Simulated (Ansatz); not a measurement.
A nudged elastic band was laid between two geometries of CH6Si + ClH (10 atoms, charge 0, multiplicity 1).

Level of theory: RKS r2SCAN/6-31G* in Ansatz.

| Item | Value |
| --- | --- |
| movable images | 9 |
| climbing image | yes |
| spring | 5.0 eV/Å² |
| optimiser | quadratic models (default) |
| start path | through a guess of the saddle point |
| force threshold | 0.05 eV/Å |
| iteration limit | 60 |
| end points | relaxed |

First end point:

```xyz
10
Properties=species:S:1:pos:R:3
Si 0.198 0.057 -0.234
H -0.003 -0.158 1.236
C 2.028 -0.011 -0.652
H 2.457 -0.983 -0.384
H 2.187 0.145 -1.725
H 2.584 0.765 -0.112
H -0.397 1.379 -0.571
H -0.569 -1.005 -0.941
Cl -3.146 -0.065 2.104
H -1.873 -0.123 1.893
```

Last end point:

```xyz
10
Properties=species:S:1:pos:R:3
Si -0.320 -0.236 -0.829
H -0.077 1.607 2.719
C 1.503 -0.321 -0.430
H 1.876 -1.349 -0.509
H 2.073 0.303 -1.131
H 1.701 0.038 0.586
H -0.843 1.149 -0.712
H -0.607 -0.758 -2.190
Cl -1.384 -1.413 0.514
H -0.455 0.980 2.597
```

(1) What changes between the two ends?

(2) What energy profile does the band end with?

(3) What is the geometry of the highest image?

(4) What are the harmonic wavenumbers there?

Answers

(1) Bonds broken: Si1–H2, Cl9–H10. Bonds formed: Si1–Cl9, H2–H10. CH6Si + ClH becomes CH5ClSi + H2.

(2) It converged. The highest image is number 4 of 0 to 10, 1.66 eV above the first end and 2.57 eV above the last; the last end lies 0.91 eV below the first. A vibrational analysis at the climbing image gives one clearly imaginary mode, 898i cm⁻¹: a first-order saddle point. The orbitals stay closed-shell, which can raise the energy where a bond breaks towards radicals; this wasn't checked here.

| image | path coordinate (Å) | energy (eV) | Si1–H2 (Å) | Cl9–H10 (Å) | Si1–Cl9 (Å) |
| --- | --- | --- | --- | --- | --- |
| 0 | 0.00 | 0.00 | 1.50 | 1.29 | 4.08 |
| 1 | 0.60 | 0.01 | 1.50 | 1.29 | 3.83 |
| 2 | 1.21 | 0.18 | 1.50 | 1.31 | 3.39 |
| 3 | 1.81 | 0.79 | 1.55 | 1.38 | 2.95 |
| 4 | 2.41 | 1.66 | 1.72 | 1.72 | 2.59 |
| 5 | 3.21 | 0.53 | 2.22 | 2.09 | 2.22 |
| 6 | 4.01 | -0.43 | 2.78 | 2.38 | 2.10 |
| 7 | 4.82 | -0.81 | 3.41 | 2.66 | 2.08 |
| 8 | 5.62 | -0.89 | 4.11 | 2.99 | 2.08 |
| 9 | 6.42 | -0.91 | 4.35 | 3.28 | 2.08 |
| 10 | 7.22 | -0.91 | 4.01 | 3.31 | 2.08 |

(3) 
```xyz
10
Properties=species:S:1:pos:R:3:forces:R:3
Si -0.183 0.091 -0.201 0.05 0.00 0.01
H 0.179 0.155 1.483 -0.01 -0.01 -0.01
C 1.683 -0.052 -0.432 -0.02 0.00 0.01
H 2.051 -1.036 -0.117 0.00 0.01 0.00
H 1.905 0.046 -1.505 0.00 0.00 0.00
H 2.247 0.716 0.109 -0.01 0.00 0.00
H -0.647 1.474 -0.423 0.00 0.00 0.00
H -0.752 -0.965 -1.069 -0.01 0.00 0.00
Cl -2.322 -0.403 1.176 0.01 0.01 0.00
H -0.693 -0.027 1.594 0.00 -0.01 0.00
```

(4) 898i, 79, 215, 258, 346, 497, 672, 701, 740, 879, 895, 963, 972, 1004, 1315, 1430, 1474, 1483, 2271, 2329, 2343, 3029, 3113, 3140 cm⁻¹.

Run time: 4.6 min on 1 thread of AMD EPYC 9R45 96-Core Processor (Zen 5), on a shared host, peak memory 0.15 GiB.
